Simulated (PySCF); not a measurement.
Compound: acetamide, C2H5NO.
Structure used (PBE0-D3(BJ)/def2-SVP), in Å, numbered top down from 1:
```
atom  x, y, z in Å
C1    -1.0433   -0.2296   -0.2729
C2     0.1627    0.0839    0.5867
N3     1.3321    0.2578   -0.0864
O4     0.0874    0.1707    1.7938
H5    -1.4449   -1.2056    0.0352
H6    -0.8376   -0.2486   -1.3522
H7    -1.8212    0.5187   -0.0653
H8     2.1639    0.4656    0.4507
H9     1.4010    0.1870   -1.0898
```

Method used: PySCF 2.14.0, PBE0-D3(BJ)/def2-SVP geometry optimisation, gas phase.

Take the most abundant isotopes and a rigid rotor. The values belong to one conformer with, in the numbering `[CH3:1][C:2]([NH2:3])=[O:4]`, C1–C2–N3–H 180° and 0°.

(1) What are A, B and C (GHz)?

(2) What kind of rotor is it?

(3) Is it planar, by Δ = Ic − Ia − Ib?

(4) List the rotational levels J(Ka,Kc) to J = 2 (MHz).

(5) Which types of transition are allowed, and where do some lines up to J = 4 fall?

Results:

(1) Ia = 46.41, Ib = 54.26, Ic = 97.52 u·Å²; 505379 MHz·u·Å²/I gives 10889, 9315 and 5182 MHz, that is A = 10.889, B = 9.3145, C = 5.1824 GHz.

(2) An asymmetric top; Ray's κ = 0.448.

(3) Not planar: Δ = Ic − Ia − Ib = -3.15 u·Å². For a rigid frame Δ = −2 Σ m c², so Σ m c² = 1.57 u·Å² lies off the ab plane, practically all of it from hydrogen. The atom farthest from that plane is 0.90 Å away.

(4) Above 0(0,0):
J = 1: 1(0,1) 14497, 1(1,1) 16072, 1(1,0) 20204
J = 2: 2(0,2) 40563, 2(1,2) 40934, 2(1,1) 53330, 2(2,1) 58055, 2(2,0) 60983
Those of J = 1 are B + C, A + C and A + B.

(5) The dipole components are |μa| = 0.24 D, |μb| = 3.77 D, |μc| = 0.01 D. The squared components, which scale the intensities, stand as 0.00 : 1.00 : 0.00 (a : b : c). Some lines, for components of 0.1 D or more:

```tsv
type	branch	J(Ka,Kc)	MHz	lower level (cm⁻¹)
a	Q	3(3,0) ← 3(3,1)	1722	4.044
b	Q	3(2,1) ← 3(1,2)	12038	3.329
b	Q	2(2,1) ← 2(1,2)	17121	1.365
b	Q	4(2,2) ← 4(1,3)	21462	5.223
b	Q	3(2,2) ← 3(1,3)	24808	2.560
b	Q	4(3,2) ← 4(2,3)	25704	5.235
a	Q	4(1,3) ← 4(1,4)	33534	4.104
b	Q	4(2,3) ← 4(1,4)	33916	4.104
a	R	3(0,3) ← 2(0,2)	36119	1.353
b	R	3(1,3) ← 2(0,2)	36175	1.353
a	R	4(1,4) ← 3(1,3)	46296	2.560
b	R	3(2,2) ← 2(1,1)	48216	1.779
a	R	4(1,3) ← 3(1,2)	56760	3.329
b	R	4(2,3) ← 3(1,2)	57142	3.329
b	R	3(3,1) ← 2(2,0)	60256	2.034
a	R	4(3,2) ← 3(3,1)	61415	4.044
b	R	4(3,2) ← 3(2,1)	70808	3.731
b	R	3(2,1) ← 2(1,2)	70912	1.365
b	R	4(4,1) ← 3(3,0)	82847	4.102
b	R	4(3,1) ← 3(2,2)	88895	3.387
```

Not checked by PBE0-D3(BJ)/def2-SVP frequencies. Constants of a rigid frame at the computed geometry: no zero-point averaging, no centrifugal distortion. A rigid rotor knows nothing of internal rotation, which can split or shift real lines. Quadrupole hyperfine structure (14N) is left out.
